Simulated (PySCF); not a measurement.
## Continuum solvent and chemical shifts

Atom-mapped SMILES (the numbers label the heavy atoms): `[OH2:1]`. Each H is labelled by its parent atom.

GIAO PBE0/pcSseg-1 in PySCF 2.14 on one GFN2-xTB conformer, non-relativistic, equivalent nuclei averaged. Solvents enter as an IEF-PCM continuum (cyclohexane with ε = 2.0, benzene with ε = 2.3, chloroform with ε = 4.7, tetrahydrofuran with ε = 7.4, dichloromethane with ε = 8.9, acetone with ε = 20.5, methanol with ε = 32.6, acetonitrile with ε = 35.7, dimethylsulfoxide with ε = 46.8, water with ε = 78.4) around the gas-phase geometry.

Gas phase, σ in ppm: O1 336.1, H(O1) 30.86. Dipole moment 2.03 D.

(1) How does each σ change in the continuum?

(2) Which nuclei move most (in ppm), and what does the model miss?

Results:

(1) 
```tsv
atoms	environment	Δσ, cyclohexane	Δσ, benzene	Δσ, chloroform	Δσ, tetrahydrofuran	Δσ, dichloromethane	Δσ, acetone	Δσ, methanol	Δσ, acetonitrile	Δσ, dimethylsulfoxide	Δσ, water
O1	oxygen bonded to 2 H	+3.6	+4.0	+6.1	+6.9	+7.2	+7.9	+8.1	+8.1	+8.2	+8.3
H(O1)	hydrogen on an oxygen	-0.36	-0.40	-0.64	-0.73	-0.76	-0.84	-0.87	-0.87	-0.88	-0.89
```

Changes are relative to the gas phase. The dipole moment becomes 2.13 D in cyclohexane, 2.15 D in benzene, 2.21 D in chloroform, 2.24 D in tetrahydrofuran, 2.25 D in dichloromethane, 2.27 D in acetone, 2.28 D in methanol, 2.28 D in acetonitrile, 2.28 D in dimethylsulfoxide, 2.29 D in water.

(2) O1 (oxygen bonded to 2 H, +8.3 ppm) in water. A continuum only polarises the solute; specific hydrogen bonds, the anisotropy of aromatic solvents and changes of geometry or conformer are outside it.
